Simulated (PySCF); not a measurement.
Stepwise substitution at one centre (C Cl-H). Isolated molecules, 0 K electronic values unless said otherwise. Strings in code marks are SMILES.

These are PBE-D3(BJ)/def2-TZVP // PBE0-D4/def2-TZVP (PySCF) values and carry that method's errors. Excitations are Tamm–Dancoff values on a coarser integration grid. The basis has no diffuse functions, so Rydberg states are missing or too high.

| species | S1–T1 gap (TDA) (eV) | S1 excitation (TDA) (eV) | HOMO (eV) |
|---|---|---|---|
| 0 of 4 Cl replaced by H | 0.34 | 5.22 | -7.59 |
| 1 of 4 Cl replaced by H (`C(Cl)(Cl)Cl`) | ? | 5.74 | ? |
| 3 of 4 Cl replaced by H | 0.77 | 7.13 | -6.98 |
| 4 of 4 Cl replaced by H (`C`) | – | – | -9.44 |

**Question.** What belongs in the gaps?

**Answer.** 
- 1 of 4 Cl replaced by H (`C(Cl)(Cl)Cl`), S1–T1 gap (TDA) (eV): 0.43
- 1 of 4 Cl replaced by H (`C(Cl)(Cl)Cl`), HOMO (eV): -7.41
